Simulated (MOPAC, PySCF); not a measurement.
## Band gap of zinc-blende AlN (metastable phase): levels of theory against measurement

Reference value: 5.34 eV (measured, temperature not stated, not corrected to a static lattice; as tabulated in Deguchi et al. (2016), arXiv:1512.06930).

Problem. What do AM1 semi-empirical Hartree-Fock (MOPAC), PBE, PBE0, Hartree–Fock, G0W0@PBE0 give, and how far is each from the reference?

Solution. 
```
level (code)                              value (eV)  difference (eV)
---------------------------------------  -----------  ---------------
AM1 semi-empirical Hartree-Fock (MOPAC)         7.87            +2.53
PBE (PySCF)                               3.36 ± 0.1            -1.98
PBE0 (PySCF)                             5.38 ± 0.07            +0.04
Hartree–Fock (PySCF)                     12.20 ± 0.2            +6.86
G0W0@PBE0 (PySCF)                         5.79 ± 0.2            +0.45
```

Leaving aside AM1 semi-empirical Hartree-Fock (MOPAC) (doubt noted below): Once the reference is moved by up to 0.37 eV (a margin picked here for doubts on the reference and the settings, and for temperature and zero-point motion) and values within 0.03 eV count as equal, the nearest can be PBE0 (+0.04 eV) or G0W0@PBE0 (+0.45 eV). Farthest off among them: Hartree–Fock (+6.86 eV). Within 1 eV: PBE0, G0W0@PBE0.

Semilocal Kohn–Sham gaps run low as a rule, and all computed gaps are for a static lattice, while measured ones hold electron–phonon shifts unless said otherwise.  A ± on a computed value is a rough bar: the spread of its extrapolation, a floor set from checks against published values, or a statistical error. AM1 semi-empirical Hartree-Fock (MOPAC): the gap is read on the k mesh or supercell of the run alone and can be too large. AM1 semi-empirical Hartree-Fock (MOPAC): the method was fitted mainly to molecules. AM1 semi-empirical Hartree-Fock (MOPAC): gaps of these semi-empirical methods are Hartree–Fock-like level differences, and their formation enthalpies are fitted 298 K values. Values are at the measured cell.

Differences are worked out from the printed values.
